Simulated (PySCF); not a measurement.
Species: C5H5N.
Bonds: N1–C2 (triple), C2–C3, C3–C4 (double), C4–C5, C5–C6, C3–C6. Hydrogens: H7 on C4; H8, H9 on C5; H10, H11 on C6.

The same species was optimised twice, with GFN2-xTB and with PBE0-D3(BJ)/def2-SVP (PySCF), and the same property calculations (PySCF, gas phase) were run on both structures.

```
  coordinate  GFN2-xTB  PBE0-D3(BJ)/def2-SVP  change
   C2–C3 (Å)     1.397                 1.419  +0.022
   N1≡C2 (Å)     1.149                 1.161  +0.012
   C5–C6 (Å)     1.550                 1.557  +0.007
   C3=C4 (Å)     1.342                 1.349  +0.007
   C4–C5 (Å)     1.498                 1.505  +0.007
   C3–C6 (Å)     1.512                 1.515  +0.003
C2–C3–C4 (°)     135.0                 133.9    -1.1
C2–C3–C6 (°)     131.2                 132.0    +0.8
N1–C2–C3 (°)     178.9                 178.4    -0.5
C4–C3–C6 (°)      93.8                  94.1    +0.3
C3–C4–C5 (°)      94.1                  93.8    -0.3
C3–C6–C5 (°)      85.7                  85.6    -0.1
C4–C5–C6 (°)      86.4                  86.5    +0.1
```

Rotational constants: A = 12771, B = 2412, C = 2082 MHz (GFN2-xTB) against A = 12598, B = 2369, C = 2046 MHz (PBE0-D3(BJ)/def2-SVP). Point groups within 0.08 Å: Cs and Cs.

On the GFN2-xTB structure: HOMO (eV) -7.85 [PBE0/pcSseg-1]; LUMO (eV) -1.41 [PBE0/pcSseg-1]; dipole (D) 4.46 [PBE0/pcSseg-1]; GIAO shielding of N1 (ppm) -54.2 [PBE0/pcSseg-1]; GIAO shielding of C2 (ppm) 68.2 [PBE0/pcSseg-1]; GIAO shielding of C3 (ppm) 60.1 [PBE0/pcSseg-1]; GIAO shielding of C4 (ppm) 23.7 [PBE0/pcSseg-1]; GIAO shielding of C5 (ppm) 155.5 [PBE0/pcSseg-1]; GIAO shielding of C6 (ppm) 151.6 [PBE0/pcSseg-1].

Task: What do these properties become on the PBE0-D3(BJ)/def2-SVP structure?

Result: 
```tsv
property	level	on GFN2-xTB	on PBE0-D3(BJ)/def2-SVP	change
HOMO (eV)	PBE0/pcSseg-1	-7.85	-7.84	+0.01
LUMO (eV)	PBE0/pcSseg-1	-1.41	-1.45	-0.04
dipole (D)	PBE0/pcSseg-1	4.46	4.49	+0.03
energy, GFN2-xTB geometry as zero (kcal/mol)	PBE0/pcSseg-1	0.0	-0.4	-0.4
GIAO shielding of N1 (ppm)	PBE0/pcSseg-1	-54.2	-57.9	-3.7
GIAO shielding of C2 (ppm)	PBE0/pcSseg-1	68.2	65.8	-2.4
GIAO shielding of C3 (ppm)	PBE0/pcSseg-1	60.1	57.4	-2.7
GIAO shielding of C4 (ppm)	PBE0/pcSseg-1	23.7	22.1	-1.6
GIAO shielding of C5 (ppm)	PBE0/pcSseg-1	155.5	152.5	-3.0
GIAO shielding of C6 (ppm)	PBE0/pcSseg-1	151.6	149.3	-2.3
```

The heavy atoms differ by 0.016 Å rms after alignment. Among bonds between heavy atoms C2–C3 changes most (+0.022 Å). Changes are differences of the printed values. Neither structure is proved a minimum here.
